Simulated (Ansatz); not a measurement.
# Worked example: the enthalpy of formation of HNO2 (nitrous acid)

HNO2 has 4 atoms, charge 0, and is taken as a singlet. SMILES: `O=NO`. Geometry: relaxed at PBE0-D4/def2-TZVP.

Total energies at r2SCAN/def2-TZVP (Ansatz 0.2.0); the atoms run unrestricted:

```tsv
species	state	energy (Eh)
HNO2	singlet	-205.698520
O	triplet	-75.058615
N	quartet	-54.581014
H	doublet	-0.499927
```

Harmonic wavenumbers at B2PLYP/cc-pVTZ, in cm⁻¹: 592, 601, 819, 1295, 1731, 3775.

Measured heats of formation of the gaseous atoms at 298.15 K, in kJ/mol: O 249.2, N 472.4, H 218.0. Spin-orbit lowering of the atoms at 298 K (mean of the ground term's levels less their thermal mean, from spectra), in kJ/mol: O 0.40. Take 1 Eh = 2625.50 kJ/mol, 1 cm⁻¹ = 0.0119627 kJ/mol, RT = 2.479 kJ/mol.

Work out the heat of formation of the gas at 298 K.


1. Electronic atomisation energy: 2 × (-75.058615) + (-54.581014) + (-0.499927) − (-205.698520) = 0.500349 Eh = 1313.7 kJ/mol.
2. Zero-point energy: half the sum of the wavenumbers, 4406.5 cm⁻¹ = 52.7 kJ/mol.
3. Thermal vibrational enthalpy, Σ hcν̃/(exp(hcν̃/kT) − 1): 1.1 kJ/mol. Translation, rotation and pV of a non-linear molecule: 4 RT = 9.9 kJ/mol.
4. The 4 free atoms carry 5/2 RT each: 24.8 kJ/mol.
5. Spin-orbit coupling lowers the free atoms by 2 × 0.40 = 0.8 kJ/mol.
6. Atomisation enthalpy at 298 K: 1313.7 − 0.8 − 52.7 − 1.1 − 9.9 + 24.8 = 1274.0 kJ/mol.
7. Sum of the atoms' heats of formation: 1188.8 kJ/mol. Heat of formation: 1188.8 − 1274.0 = -85.2 kJ/mol.

The tabulated value is -78.7 kJ/mol (Active Thermochemical Tables), so this level is off by -6.5 kJ/mol, or 0.5 % of the atomisation enthalpy that the table implies (1267.6 kJ/mol). Anharmonicity and any spin-orbit splitting of the molecule are left out.
